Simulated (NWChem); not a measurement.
Molecule: nitrogen (N2); SMILES N#N

Program: NWChem. Pople sets run with spherical d functions. Coordinates come from a PBE0/def2-SVP optimisation.

Problem. Taking B3LYP/aug-cc-pVTZ as the yardstick, which of these has the fewest basis functions while keeping “highest occupied level (eV)” within 0.1 eV of it: B3LYP/STO-3G; B3LYP/3-21G; B3LYP/def2-TZVP; B3LYP/6-31G*; B3LYP/6-31+G*; B3LYP/def2-SVPD; B3LYP/def2-SVP; B3LYP/6-311++G**?

Solution. B3LYP/6-31+G*.
```tsv
level	basis functions	highest occupied level (eV)
B3LYP/STO-3G	10	-9.44
B3LYP/3-21G	18	-10.99
B3LYP/6-31G*	28	-11.58
B3LYP/def2-SVP	28	-11.71
B3LYP/6-31+G*	36	-11.96
B3LYP/def2-SVPD	40	-11.91
B3LYP/6-311++G**	44	-12.00
B3LYP/def2-TZVP	62	-11.92
B3LYP/aug-cc-pVTZ	92	-11.97
```

The yardstick is one finite set, not the basis-set limit.
